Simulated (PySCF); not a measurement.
# Working out the ionisation energy of Ne

Ne [Ne] (1S) → Ne⁺ [He] 2s2 2p5 (2P). All numbers are calculated (PySCF 2.14, scalar relativity by spin-free X2C-1e, in cc-pVDZ-DK). Frozen: 1s2. Energies in hartree (1 hartree = 27.21139 eV):

| part | Ne (lower) | Ne⁺ (upper) |
| --- | --- | --- |
| UHF | -128.625186 | -127.903198 |
| CCSD correlation | -0.189203 | -0.144239 |
| (T) | -0.001047 | -0.001024 |

What does Hartree-Fock give?

(-127.903198) − (-128.625186) = 0.721988 hartree = 19.646 eV.

What do CCSD and CCSD(T) give?

The CCSD correlation energies differ by 0.044964 hartree = 1.224 eV and the triples by 0.000023 hartree = 0.001 eV, so CCSD gives 20.870 eV and CCSD(T) 20.871 eV.

Measured between the centres of the two terms (NIST): 21.597 eV, so CCSD(T) (valence) is off by -0.726 eV.

A double-zeta basis recovers only part of the correlation energy.

What remains against the reference includes basis incompleteness, the frozen core and higher excitations.
